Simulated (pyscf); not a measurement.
Single points on ωB97X-D3(BJ)/def2-SVP structures (PySCF, gas phase).

Q: PBE/def2-TZVP puts the barrier of propane (H₃C–CH₂–CH₃) + trimethylaluminium (H₃C–Al(CH₃)–CH₃) → H₃C–CH(CH₃)–Al(CH₃)–CH₃ + methane (CH₄) (four-centre exchange; singlet surface; C–H, Al–C broken, Al–C, C–H formed) at 34.4 kcal/mol and the reaction energy at +5.3 kcal/mol, from the separated reactants. What do B3LYP-D3(BJ)/def2-TZVP, M06-2X/def2-TZVP, ωB97M-D3(BJ)/def2-TZVP give on the same structures?

A: B3LYP-D3(BJ): ΔE‡ = 36.3 kcal/mol, ΔE = +4.0 kcal/mol; M06-2X: ΔE‡ = 36.3 kcal/mol, ΔE = +4.1 kcal/mol; ωB97M-D3(BJ): ΔE‡ = 37.0 kcal/mol, ΔE = +4.5 kcal/mol. PBE's barrier lies under all of them, by 1.9 to 2.7 kcal/mol. Its reaction energy lies over all of them, by 0.8 to 1.3 kcal/mol. On the reactant side the descent ends in a complex, 5.4 kcal/mol under the separated species and 40.9 kcal/mol under the saddle at ωB97X-D3(BJ)/def2-TZVP. On the product side the descent ends in a complex (not fully relaxed), 4.5 kcal/mol under the separated species and 36.3 kcal/mol under the saddle at ωB97X-D3(BJ)/def2-TZVP. At the saddle there is also a short Al–H contact that neither side keeps. This is the saddle that the search found; another between the same sides may lie lower.
